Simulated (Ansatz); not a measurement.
# How far a parabola holds: energy against volume of zinc-blende AlAs

System: zinc-blende AlAs. Method: LDA (plane waves, PAW; Ansatz, a first-principles code). Numerical settings: plane-wave cutoff 520 eV, 10×10×10 k mesh, Fermi–Dirac smearing 0.01 eV, scalar-relativistic PAW data made under PBE. The cell has no free parameter but its volume, all volumes share cutoff and mesh, and the runs aren't spin-polarised. Energies are free energies at the run's smearing, counted from the lowest row; static lattice.

```
V (Å³/atom)  E (meV/atom)
-----------  ------------
21.403               9.05
21.849               2.19
22.295               0.00
22.741               2.02
23.187               7.82
23.633                  ?
```

Q: Using a parabola, estimate the missing E at V = 23.633 from the other rows, showing the fit.

A: With u = V - 22.3, the rows have u = -0.8970, -0.4510, -0.0050, 0.4410, 0.8870. Least squares gives E = -0.005 - 0.4836·u + 10.6039·u². Residuals (row less fit): 0.089, -0.180, 0.002, 0.176, -0.089; standard error 0.199 (degrees of freedom: 2). The fitted curve has its minimum at V = 22.3, where E = -0.01. Its curvature is d²E/dV² = 2 × 10.6039 meV/Å⁶, so B = V0·d²E/dV² × 0.1602 = 75.9 GPa. At the withheld row, u = 1.3330, so E = -0.005 - 0.4836 × 1.3330 + 10.6039 × 1.3330² = 18.192 meV/atom. The calculation gives 17.04 meV/atom, 1.152 meV/atom below the prediction (6.8 % of the range of E in the table). The row lies outside the fitted rows, so this is an extrapolation. From the scatter of the fitted rows alone, a prediction at this place has a standard error of 0.471 meV/atom, so the miss is 2.4 times that.

The residuals are curvature that a parabola lacks, not noise. A solid that stiffens under compression and softens on expansion lies above the parabola at the compressed end and under it at the expanded end, as this row does. A third-order Birch-Murnaghan fit to the whole scan has B0 = 75.5 GPa. Only scans are tabulated whose curvature falls smoothly with volume, and where the parabola meets the shown rows within 5 % of their range and misses the end by 0.1 meV or more.

Measured, for comparison: bulk modulus 75 GPa (0 K value with the zero-point phonon effect removed; as tabulated in Mejia-Rodriguez and Trickey (2018), arXiv:1807.09216). Computed less measured: bulk modulus +0.7 %.
